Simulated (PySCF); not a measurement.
Identify the unknown among the candidates.

All candidates are C6H6.

| technique | computed result |
| --- | --- |
| Rotational structure | rotational constants A, B, C: 9.834, 2.660, 2.388 GHz [GFN2-xTB] |
| 13C NMR | chemical shifts (computed TMS as zero) by class: 147.4 (1 C), 146.5 (1 C), 88.9 (1 C), 77.4 (1 C), 41.1 (1 C), 33.8 (1 C) ppm [GIAO PBE0/pcSseg-1] |
| Dipole | 0.80 D [CAM-B3LYP/def2-SVPD] |
| UV, first state | lowest singlet excitation: 6.52 eV (190 nm, f = 0.000) [TDDFT CAM-B3LYP/def2-SVPD] |
| Triplet | lowest triplet excitation (Tamm–Dancoff): 4.38 eV [TDA CAM-B3LYP/def2-SVPD] |
| UV, strongest line | among the 8 lowest singlet transitions: S7 at 7.51 eV (165 nm, f = 0.177) [TDDFT CAM-B3LYP/def2-SVPD] |

The electronic properties come from PySCF, for the isolated species, density fitting. Levels stand in brackets. Isolated species at its GFN2-xTB geometry, gas phase. NMR classes are plain means over equivalent atoms (diastereotopic ones count apart unless rotation or inversion swaps them), as if these changed places fast.

Question: Which candidate is it?
A. `C1=CC2C3C1C23`
B. `C1=CC2C=CC12`
C. `C#C[C@H]1C=CC1`
D. `C#CCC#CC`
E. `C#CC#CCC`

Answer: C. It is `C#C[C@H]1C=CC1`. Numbering: `[CH:1]#[C:2][C@H:3]1[CH:4]=[CH:5][CH2:6]1`. Its formula, C6H6, gives 4 degrees of unsaturation: 1 ring and 3 π bonds in the structure found. 6 carbons fall into 6 classes; from least to most shielded: alkene CH carbon [C5] (147.4 ppm), alkene CH carbon [C4] (146.5 ppm), alkyne carbon [C2] (88.9 ppm), terminal alkyne carbon [C1] (77.4 ppm), allylic carbon [C6] (41.1 ppm), allylic carbon [C3] (33.8 ppm). By its constants the optimised geometry is an asymmetric top.

The others, at the same levels:
- `C#CC#CCC` fails: its computed lowest singlet excitation is 4.79 eV (259 nm, f = 0.000) (against 6.52 eV), lowest triplet excitation (Tamm–Dancoff) is 3.92 eV (against 4.38 eV) and rotational constant A is 21.523 GHz (against 9.834 GHz).
- `C1=CC2C=CC12` fails: it has 2 carbon classes against 6; its computed 13C shifts are 154.5 (4 C), 53.9 (2 C) ppm, rotational constant A is 7.814 GHz (against 9.834 GHz) and smallest rotational constant is 3.627 GHz (against 2.388 GHz).
- `C1=CC2C3C1C23` fails: it has 3 carbon classes against 6; its computed 13C shifts are 141.8 (2 C), 55.1 (2 C), 38.7 (2 C) ppm, rotational constant A is 7.492 GHz (against 9.834 GHz) and smallest rotational constant is 3.976 GHz (against 2.388 GHz).
- `C#CCC#CC` fails: its computed 13C shifts are 83.9 (1 C), 83.9 (1 C), 79.2 (1 C), 75.1 (1 C), 11.7 (1 C), 4.7 (1 C) ppm, rotational constant A is 11.466 GHz (against 9.834 GHz) and smallest rotational constant is 1.422 GHz (against 2.388 GHz).
